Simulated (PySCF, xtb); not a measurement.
acetonitrile (C2H3N), SMILES C(C)#N.

GFN2-xTB run with xtb at its own geometry gives an orbital gap of 6.11 eV and a dipole moment of 3.85 D.

Coordinates come from a PBE0-D3(BJ)/def2-TZVP optimisation.

**Question.** What does PySCF with HF/def2-TZVPD give? (The exact figures need the calculation; the answer reports its results.)

**Answer.** gap 14.19 eV (levels -12.61 and 1.58 eV), dipole 4.23 D.
